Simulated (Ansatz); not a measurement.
## Breaking a bond in SiNH5 (Si(NH2)H3)

The species is SiNH5 (7 atoms), meant as a singlet with charge 0. SMILES: `[H][Si]([H])([H])N`. Geometry: relaxed at GFN2-xTB.

```
atom    x (Å)    y (Å)    z (Å)
  Si  -0.0007   0.0024  -0.6830
   N   0.0907   0.1787   1.0286
   H   0.7077  -0.4282   1.5438
   H  -0.7637   0.3074   1.5458
   H   1.3878  -0.0099  -1.1355
   H  -0.7479   1.1693  -1.1461
   H  -0.6738  -1.2197  -1.1536
```

The Si1–H5 distance is scanned; the parts on either side stay rigid. Basis STO-3G, 6 core orbitals frozen in the correlated methods; program Ansatz 0.2.0. FCI is exact within this basis and core. Energies in eV from each method's value at 1.460 Å; methods without a U are spin-restricted. The shape above is that at 1.460 Å.

| distance (Å) | HF | BLYP | B3LYP | BHLYP | wB97M-V |
| --- | --- | --- | --- | --- | --- |
| 1.460 | 0.00 | 0.00 | 0.00 | 0.00 | 0.00 |
| 1.825 | 1.53 | 1.04 | 1.17 | 1.34 | 1.25 |
| 2.191 | 3.94 | 2.73 | 3.03 | 3.44 | 3.24 |
| 2.921 | 8.00 | 5.36 | 5.98 | 6.84 | 6.56 |
| 3.651 | 10.15 | 6.58 | 7.40 | 8.55 | 8.39 |

(1) Estimate the FCI curve, and say how far off each method is.

Results:

(1) 
| distance (Å) | FCI |
| --- | --- |
| 1.460 | 0.00 |
| 1.825 | 1.14 |
| 2.191 | 2.86 |
| 2.921 | 4.74 |
| 3.651 | 5.05 |

Departure from the FCI curve at its largest: HF +5.10 eV at 3.65 Å; BLYP +1.53 eV at 3.65 Å; B3LYP +2.35 eV at 3.65 Å; BHLYP +3.50 eV at 3.65 Å; wB97M-V +3.34 eV at 3.65 Å. Restricted functionals keep the electrons paired too, and rise too high. Restricted Hartree–Fock keeps the electrons paired, so it rises far too high as the bond breaks.
